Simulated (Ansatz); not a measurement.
System: Cs₂SnI₆ (Fm-3m, No. 225). Method: PBE-D3(BJ) (PAW; Ansatz, a program for electronic structure).

Numerical settings: plane-wave cutoff 520 eV, 6×6×6 k mesh, Fermi–Dirac smearing 0.01 eV, scalar-relativistic PAW data made under PBE.

Computed at the level's own relaxed cell.

Estimate the lattice constant a that the calculation returns.


* **lattice constant a**: 11.640 Å

Spin–orbit coupling is not included.

The computed numbers hold no vibrational or temperature effects.

Computing time: roughly 3 core-minutes.
